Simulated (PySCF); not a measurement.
## P: ionisation energy

P [Ne] 3s2 3p3 (4S) → P⁺ [Ne] 3s2 3p2 (3P), as a difference of total energies. Computed with PySCF 2.14 in dyall-av3z (19s12p3d2f, 84 functions), with the spin-free X2C one-electron Hamiltonian (Gaussian nucleus). Correlated levels: valence: [Ne] frozen; virtual orbitals above 40 to 60 times the deepest correlated orbital energy dropped. The calculations carry no spin-orbit coupling.

| method | ionisation energy (eV) |
| --- | --- |
| UHF | 9.897 |
| LDA | 10.567 |
| PBE | 10.480 |
| PBE0 | 10.520 |
| r2SCAN | 10.627 |
| B3LYP | 10.375 |
| LC-wPBE | 10.594 |
| TPSSh | 10.513 |
| CAM-B3LYP | 10.375 |
| MP2 (valence) | 10.480 |
| SCS-MP2 (valence) | 10.302 |

Question: How much does correlation contribute at MP2 (valence)?

Answer: 10.480 − (9.897) = 0.583 eV, measured against UHF.

A first-order spin-orbit estimate (lowest level to lowest level, LS coupling) adds -0.035 eV.

Errors of the correlated levels include the incompleteness of this basis and the frozen core.

For comparison: 10.487 eV (measured; NIST Atomic Spectra Database, ionization energies).
